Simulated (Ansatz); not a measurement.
SiC (zinc blende): values from a third-order Birch-Murnaghan fit to a volume scan beside measured ones. Computed values: r2SCAN (plane waves to 500 eV, PAW, scalar-relativistic; Ansatz, a quantum-chemistry and plane-wave program). SiC was relaxed with its symmetry unable to fall. The PAW data are Ansatz's earlier set.

| quantity | reference | kind |
|---|---|---|
| Lattice constant a (Å) | 4.346 | measured, corrected to the static lattice |
| Bulk modulus B₀ (GPa) | 229.1 | measured, corrected to the static lattice |

References as given in: Daniel Mejia-Rodriguez, S. B. Trickey, Physical Review B (2018), arXiv:1807.09216.

Question: Estimate the r2SCAN values and the sign and size of each difference.

Answer: 
| quantity | r2SCAN | difference |
|---|---|---|
| Lattice constant a (Å) | 4.357 | +0.2 % |
| Bulk modulus B₀ (GPa) | 227 | -0.7 % |

For the lattice constant a it lies within 0.3 % of the reference. For the bulk modulus B₀ it lies within 5 % of the reference.

(A scan under strain: stresses follow from slopes of the energy per volume, elastic moduli from its curvatures.)
